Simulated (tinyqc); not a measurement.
Worked calculation: CID on RHF in the sto-3g basis, frozen core, for LiH, spin multiplicity 1. One step of it, computed by the program tinyqc.

Question. Integrals over molecular orbitals. (pq|rs) = sum C_ip C_jq C_kr C_ls (ij|kl), one index at a time.

coefficients C:
```
               MO1        MO2        MO3        MO4       MO5        MO6
1Li 1s    0.990819  -0.184999  -0.206818   0.000000  0.000000   0.055305
1Li 2s    0.030743   0.435093   0.804841   0.000000  0.000000  -0.789609
1Li 2px   0.000000   0.000000   0.000000  -0.410507  0.911857   0.000000
1Li 2py   0.000000   0.000000   0.000000   0.911857  0.410507   0.000000
1Li 2pz  -0.008489   0.353481  -0.611880   0.000000  0.000000  -1.044455
2H 1s     0.010968   0.540666  -0.129138   0.000000  0.000000   1.295764
```

core Hamiltonian H = T + V (hartree), lower triangle:
```
            1Li 1s     1Li 2s    1Li 2px    1Li 2py    1Li 2pz      2H 1s
1Li 1s   -4.786524
1Li 2s   -1.076279  -1.419233
1Li 2px   0.000000   0.000000  -1.156188
1Li 2py   0.000000   0.000000   0.000000  -1.156188
1Li 2pz  -0.021245  -0.132641   0.000000   0.000000  -1.262400
2H 1s    -0.476047  -0.830978   0.000000   0.000000  -0.937629  -1.600545
```

Two-electron integrals (ij|kl) in chemists' order, unique and non-zero (hartree):
```
(11|11) 1.680395   (21|11) 0.265420   (21|21) 0.049941   (22|11) 0.397727
(22|21) 0.092860   (22|22) 0.290562   (31|31) 0.008981   (32|31) 0.013788
(32|32) 0.064184   (33|11) 0.396640   (33|21) 0.092880   (33|22) 0.290497
(33|33) 0.312946   (41|41) 0.008981   (42|41) 0.013788   (42|42) 0.064184
(43|43) 0.016869   (44|11) 0.396640   (44|21) 0.092880   (44|22) 0.290497
(44|33) 0.279207   (44|44) 0.312946   (51|51) 0.008981   (52|51) 0.013788
(52|52) 0.064184   (53|53) 0.016869   (54|54) 0.016869   (55|11) 0.396640
(55|21) 0.092880   (55|22) 0.290497   (55|33) 0.279207   (55|44) 0.279207
(55|55) 0.312946   (61|11) 0.112036   (61|21) 0.021136   (61|22) 0.039718
(61|33) 0.039252   (61|44) 0.039252   (61|51) 0.002503   (61|52) 0.004703
(61|55) 0.040671   (61|61) 0.009775   (62|11) 0.186133   (62|21) 0.043603
(62|22) 0.136142   (62|33) 0.130144   (62|44) 0.130144   (62|51) 0.007156
(62|52) 0.037337   (62|55) 0.148000   (62|61) 0.021713   (62|62) 0.095558
(63|31) 0.004202   (63|32) 0.017530   (63|53) 0.006322   (63|63) 0.008423
(64|41) 0.004202   (64|42) 0.017530   (64|54) 0.006322   (64|64) 0.008423
(65|11) 0.210337   (65|21) 0.049943   (65|22) 0.162365   (65|33) 0.151960
(65|44) 0.151960   (65|51) 0.011259   (65|52) 0.057116   (65|55) 0.182969
(65|61) 0.026296   (65|62) 0.126682   (65|65) 0.172086   (66|11) 0.377037
(66|21) 0.090028   (66|22) 0.300738   (66|33) 0.275989   (66|44) 0.275989
(66|51) 0.019067   (66|52) 0.110878   (66|55) 0.349646   (66|61) 0.047789
(66|62) 0.254976   (66|65) 0.353928   (66|66) 0.774606
```

Give: one-electron integrals over orbitals h = C^T H C; Two-electron integrals over orbitals.

Answer.

one-electron integrals over orbitals h = C^T H C (hartree), lower triangle:
```
         1        2        3        4        5        6
1  -4.7765
2   0.1152  -1.5770
3   0.1695   0.0384  -1.1407
4   0.0000   0.0000   0.0000  -1.1562
5   0.0000   0.0000   0.0000   0.0000  -1.1562
6  -0.0125  -0.1228   0.0342   0.0000   0.0000  -0.9162
```

Two-electron integrals over orbitals (pq|rs), unique and non-zero (hartree); the lowest 1 orbital is frozen and left out:
```
(22|22) 0.5019    (32|22) -0.0452   (32|32) 0.0113    (33|22) 0.2303
(33|32) 0.0047    (33|33) 0.3395    (42|42) 0.0246    (43|42) 0.0192
(43|43) 0.0414    (44|22) 0.2806    (44|32) 0.0037    (44|33) 0.2824
(44|44) 0.3129    (52|52) 0.0246    (53|52) 0.0192    (53|53) 0.0414
(54|54) 0.0169    (55|22) 0.2806    (55|32) 0.0037    (55|33) 0.2824
(55|44) 0.2792    (55|55) 0.3129    (62|22) 0.1388    (62|32) -0.0325
(62|33) -0.0055   (62|44) -0.0044   (62|55) -0.0044   (62|62) 0.1222
(63|22) -0.0506   (63|32) 0.0075    (63|33) 0.0362    (63|44) 0.0006
(63|55) 0.0006    (63|62) -0.0303   (63|63) 0.0263    (64|42) -0.0193
(64|43) -0.0139   (64|64) 0.0190    (65|52) -0.0193   (65|53) -0.0139
(65|65) 0.0190    (66|22) 0.4600    (66|32) -0.0409   (66|33) 0.2425
(66|44) 0.2702    (66|55) 0.2702    (66|62) 0.1465    (66|63) -0.0429
(66|66) 0.4569
```
